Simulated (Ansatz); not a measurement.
Ansatz (an electronic-structure program) input (B3LYP-D3(BJ)/def2-TZVP):

Ansatz 0.2 input:
```yaml
crystal:
  periodic: [false, false, false]
  atoms:
    - {symbol: C, position_ang: [-1.20822218, -0.14697636, -0.13555230]}
    - {symbol: C, position_ang: [0.18225778, 0.00356720, 0.02923127]}
    - {symbol: C, position_ang: [1.40777216, 0.15861700, 0.16390502]}
    - {symbol: H, position_ang: [-1.45787510, -0.96896555, -0.81442730]}
    - {symbol: H, position_ang: [-1.56493239, 0.78362294, -0.63542508]}
    - {symbol: H, position_ang: [-1.73558195, -0.19599924, 0.82275481]}
    - {symbol: H, position_ang: [2.46754283, 0.29009483, 0.28159360]}
basis:
  gaussian:
    orbitals: def2-TZVP
hamiltonian:
  xc: b3lyp
  dispersion: d3bj
total_charge: 1
magnetization: {spin_polarized: true, initial_magnetization: 1}
phonons: {temperatures: {t_min: 298.15, t_max: 298.15, t_step: 100}}
```

Output:

```
Functional definition: B3LYP
integrals: 0.03 GiB planned
716 factors; their error is unknown
mean field: 0.39 GiB planned
mean field evaluation 1: about -3156.0807 eV, gradient 4.5e1 eV
mean field evaluation 2: about -3153.2588 eV, gradient 4.8e1 eV
mean field evaluation 4: about -3165.5322 eV, gradient 3.1e0 eV
mean field evaluation 8: about -3165.5642 eV, gradient 3.5e-1 eV
mean field evaluation 16: about -3165.5646 eV, gradient 1.3e-4 eV
mean field -3165.56457979 eV, -116.3323526106 hartree, gradient 8.4e-6 eV, S^2 0.752363; 1 other end points of the search recorded, 0 dependent functions left out
the calculation of the forces begins
reference -3165.56478980 eV, -116.3323603284 hartree; 11, 10 occupied and 106, 107 virtual orbitals, 716 factors
these checks for a lower state are left out or cut short: stability, starts, cluster_reference, orbital_swaps, neighbouring_geometries, increment
integrals: 0.03 GiB planned
716 factors; their error is unknown
mean field: 0.39 GiB planned
mean field evaluation 32: about -3165.5741 eV, gradient 3.8e-1 eV
mean field -3165.56445052 eV, -116.3323478599 hartree, gradient 1.6e-6 eV, S^2 0.752351; 0 other end points of the search recorded, 0 dependent functions left out
the calculation of the forces begins
reference -3165.56466053 eV, -116.3323555778 hartree; 11, 10 occupied and 106, 107 virtual orbitals, 716 factors
these checks for a lower state are left out or cut short: stability, starts, cluster_reference, orbital_swaps, neighbouring_geometries, increment
integrals: 0.03 GiB planned
716 factors; their error is unknown
mean field: 0.39 GiB planned
mean field -3165.56445278 eV, -116.3323479431 hartree, gradient 1.6e-6 eV, S^2 0.752375; 0 other end points of the search recorded, 0 dependent functions left out
the calculation of the forces begins
reference -3165.56466280 eV, -116.3323556610 hartree; 11, 10 occupied and 106, 107 virtual orbitals, 716 factors
these checks for a lower state are left out or cut short: stability, starts, cluster_reference, orbital_swaps, neighbouring_geometries, increment
integrals: 0.03 GiB planned
716 factors; their error is unknown
mean field: 0.39 GiB planned
mean field -3165.56442903 eV, -116.3323470700 hartree, gradient 2.3e-6 eV, S^2 0.752370; 0 other end points of the search recorded, 0 dependent functions left out
the calculation of the forces begins
reference -3165.56463902 eV, -116.3323547872 hartree; 11, 10 occupied and 106, 107 virtual orbitals, 716 factors
these checks for a lower state are left out or cut short: stability, starts, cluster_reference, orbital_swaps, neighbouring_geometries, increment
integrals: 0.03 GiB planned
716 factors; their error is unknown
mean field: 0.39 GiB planned
mean field evaluation 64: about -3165.5645 eV, gradient 1.9e-6 eV
mean field -3165.56445923 eV, -116.3323481800 hartree, gradient 1.9e-6 eV, S^2 0.752356; 0 other end points of the search recorded, 0 dependent functions left out
the calculation of the forces begins
reference -3165.56466926 eV, -116.3323558984 hartree; 11, 10 occupied and 106, 107 virtual orbitals, 716 factors
these checks for a lower state are left out or cut short: stability, starts, cluster_reference, orbital_swaps, neighbouring_geometries, increment
integrals: 0.03 GiB planned
716 factors; their error is unknown
mean field: 0.39 GiB planned
mean field -3165.56454626 eV, -116.3323513783 hartree, gradient 1.6e-6 eV, S^2 0.752364; 0 other end points of the search recorded, 0 dependent functions left out
the calculation of the forces begins
reference -3165.56475626 eV, -116.3323590959 hartree; 11, 10 occupied and 106, 107 virtual orbitals, 716 factors
these checks for a lower state are left out or cut short: stability, starts, cluster_reference, orbital_swaps, neighbouring_geometries, increment
[...]
the calculation of the forces begins
reference -3165.56455023 eV, -116.3323515241 hartree; 11, 10 occupied and 106, 107 virtual orbitals, 716 factors
these checks for a lower state are left out or cut short: stability, starts, cluster_reference, orbital_swaps, neighbouring_geometries, increment
integrals: 0.03 GiB planned
716 factors; their error is unknown
mean field: 0.39 GiB planned
mean field -3165.56454635 eV, -116.3323513818 hartree, gradient 1.6e-6 eV, S^2 0.752362; 0 other end points of the search recorded, 0 dependent functions left out
the calculation of the forces begins
reference -3165.56475636 eV, -116.3323590994 hartree; 11, 10 occupied and 106, 107 virtual orbitals, 716 factors
these checks for a lower state are left out or cut short: stability, starts, cluster_reference, orbital_swaps, neighbouring_geometries, increment
integrals: 0.03 GiB planned
716 factors; their error is unknown
mean field: 0.39 GiB planned
mean field -3165.56457443 eV, -116.3323524135 hartree, gradient 1.6e-6 eV, S^2 0.752364; 0 other end points of the search recorded, 0 dependent functions left out
the calculation of the forces begins
reference -3165.56478445 eV, -116.3323601316 hartree; 11, 10 occupied and 106, 107 virtual orbitals, 716 factors
these checks for a lower state are left out or cut short: stability, starts, cluster_reference, orbital_swaps, neighbouring_geometries, increment
integrals: 0.03 GiB planned
716 factors; their error is unknown
mean field: 0.39 GiB planned
mean field -3165.56451113 eV, -116.3323500873 hartree, gradient 2.0e-6 eV, S^2 0.752364; 0 other end points of the search recorded, 0 dependent functions left out
the calculation of the forces begins
reference -3165.56472112 eV, -116.3323578043 hartree; 11, 10 occupied and 106, 107 virtual orbitals, 716 factors
these checks for a lower state are left out or cut short: stability, starts, cluster_reference, orbital_swaps, neighbouring_geometries, increment
integrals: 0.03 GiB planned
716 factors; their error is unknown
mean field: 0.39 GiB planned
mean field -3165.56452431 eV, -116.3323505716 hartree, gradient 1.6e-6 eV, S^2 0.752362; 0 other end points of the search recorded, 0 dependent functions left out
the calculation of the forces begins
reference -3165.56473434 eV, -116.3323582902 hartree; 11, 10 occupied and 106, 107 virtual orbitals, 716 factors
these checks for a lower state are left out or cut short: stability, starts, cluster_reference, orbital_swaps, neighbouring_geometries, increment
integrals: 0.03 GiB planned
716 factors; their error is unknown
mean field: 0.39 GiB planned
mean field evaluation 160: about -3165.5642 eV, gradient 3.4e-1 eV
mean field -3165.56453254 eV, -116.3323508743 hartree, gradient 2.9e-6 eV, S^2 0.752361; 0 other end points of the search recorded, 0 dependent functions left out
the calculation of the forces begins
reference -3165.56474254 eV, -116.3323585915 hartree; 11, 10 occupied and 106, 107 virtual orbitals, 716 factors
these checks for a lower state are left out or cut short: stability, starts, cluster_reference, orbital_swaps, neighbouring_geometries, increment
integrals: 0.03 GiB planned
716 factors; their error is unknown
mean field: 0.39 GiB planned
mean field -3165.56454410 eV, -116.3323512989 hartree, gradient 2.8e-6 eV, S^2 0.752365; 0 other end points of the search recorded, 0 dependent functions left out
the calculation of the forces begins
reference -3165.56475413 eV, -116.3323590174 hartree; 11, 10 occupied and 106, 107 virtual orbitals, 716 factors
these checks for a lower state are left out or cut short: stability, starts, cluster_reference, orbital_swaps, neighbouring_geometries, increment
integrals: 0.03 GiB planned
716 factors; their error is unknown
mean field: 0.39 GiB planned
mean field -3165.56450640 eV, -116.3323499137 hartree, gradient 1.6e-6 eV, S^2 0.752370; 0 other end points of the search recorded, 0 dependent functions left out
the calculation of the forces begins
reference -3165.56471644 eV, -116.3323576324 hartree; 11, 10 occupied and 106, 107 virtual orbitals, 716 factors
these checks for a lower state are left out or cut short: stability, starts, cluster_reference, orbital_swaps, neighbouring_geometries, increment
integrals: 0.03 GiB planned
716 factors; their error is unknown
mean field: 0.39 GiB planned
mean field -3165.56449517 eV, -116.3323495007 hartree, gradient 1.6e-6 eV, S^2 0.752356; 0 other end points of the search recorded, 0 dependent functions left out
the calculation of the forces begins
reference -3165.56470516 eV, -116.3323572177 hartree; 11, 10 occupied and 106, 107 virtual orbitals, 716 factors
these checks for a lower state are left out or cut short: stability, starts, cluster_reference, orbital_swaps, neighbouring_geometries, increment
integrals: 0.03 GiB planned
716 factors; their error is unknown
mean field: 0.39 GiB planned
mean field evaluation 192: about -3165.5743 eV, gradient 3.4e-1 eV
mean field -3165.56455687 eV, -116.3323517683 hartree, gradient 2.5e-6 eV, S^2 0.752361; 0 other end points of the search recorded, 0 dependent functions left out
the calculation of the forces begins
reference -3165.56476689 eV, -116.3323594862 hartree; 11, 10 occupied and 106, 107 virtual orbitals, 716 factors
these checks for a lower state are left out or cut short: stability, starts, cluster_reference, orbital_swaps, neighbouring_geometries, increment
integrals: 0.03 GiB planned
716 factors; their error is unknown
mean field: 0.39 GiB planned
mean field -3165.56457902 eV, -116.3323525823 hartree, gradient 2.5e-6 eV, S^2 0.752365; 0 other end points of the search recorded, 0 dependent functions left out
the calculation of the forces begins
reference -3165.56478903 eV, -116.3323603000 hartree; 11, 10 occupied and 106, 107 virtual orbitals, 716 factors
these checks for a lower state are left out or cut short: stability, starts, cluster_reference, orbital_swaps, neighbouring_geometries, increment
integrals: 0.03 GiB planned
716 factors; their error is unknown
mean field: 0.39 GiB planned
mean field -3165.56457580 eV, -116.3323524638 hartree, gradient 1.6e-6 eV, S^2 0.752363; 0 other end points of the search recorded, 0 dependent functions left out
the calculation of the forces begins
reference -3165.56478581 eV, -116.3323601818 hartree; 11, 10 occupied and 106, 107 virtual orbitals, 716 factors
these checks for a lower state are left out or cut short: stability, starts, cluster_reference, orbital_swaps, neighbouring_geometries, increment
integrals: 0.03 GiB planned
716 factors; their error is unknown
mean field: 0.39 GiB planned
mean field evaluation 224: about -3165.5646 eV, gradient 1.6e-6 eV
mean field -3165.56457394 eV, -116.3323523957 hartree, gradient 1.6e-6 eV, S^2 0.752363; 0 other end points of the search recorded, 0 dependent functions left out
the calculation of the forces begins
reference -3165.56478396 eV, -116.3323601135 hartree; 11, 10 occupied and 106, 107 virtual orbitals, 716 factors
these checks for a lower state are left out or cut short: stability, starts, cluster_reference, orbital_swaps, neighbouring_geometries, increment
integrals: 0.03 GiB planned
716 factors; their error is unknown
mean field: 0.39 GiB planned
mean field -3165.56453199 eV, -116.3323508538 hartree, gradient 1.0e-6 eV, S^2 0.752366; 0 other end points of the search recorded, 0 dependent functions left out
the calculation of the forces begins
reference -3165.56474201 eV, -116.3323585719 hartree; 11, 10 occupied and 106, 107 virtual orbitals, 716 factors
these checks for a lower state are left out or cut short: stability, starts, cluster_reference, orbital_swaps, neighbouring_geometries, increment
integrals: 0.03 GiB planned
716 factors; their error is unknown
mean field: 0.39 GiB planned
mean field -3165.56450722 eV, -116.3323499435 hartree, gradient 9.9e-7 eV, S^2 0.752360; 0 other end points of the search recorded, 0 dependent functions left out
the calculation of the forces begins
reference -3165.56471722 eV, -116.3323576611 hartree; 11, 10 occupied and 106, 107 virtual orbitals, 716 factors
Total energy: -3165.72028856 eV, -116.3380748021 hartree
Atom 0 at    -1.208222    -0.146976    -0.135552 Å, force    -0.000077    -0.000106     0.000037 eV/Å
Atom 1 at     0.182258     0.003567     0.029231 Å, force    -0.000097    -0.000216     0.000085 eV/Å
Atom 2 at     1.407772     0.158617     0.163905 Å, force    -0.000759    -0.000047    -0.000107 eV/Å
Atom 3 at    -1.457875    -0.968966    -0.814427 Å, force     0.000181     0.000031    -0.000058 eV/Å
Atom 4 at    -1.564932     0.783623    -0.635425 Å, force    -0.000108     0.000159    -0.000094 eV/Å
Atom 5 at    -1.735582    -0.195999     0.822755 Å, force     0.000161     0.000087     0.000060 eV/Å
Atom 6 at     2.467543     0.290095     0.281594 Å, force     0.000700     0.000091     0.000076 eV/Å
Dipole moment:     0.163100     0.061872    -0.001546 e Å
Vibrations: 225.23 345.37 446.29 634.03 708.84 871.91 981.23 1210.14 1277.16 1426.76 2080.89 2852.69 3024.97 3035.23 3353.26 cm⁻¹, zero-point energy 1.393211 eV
```
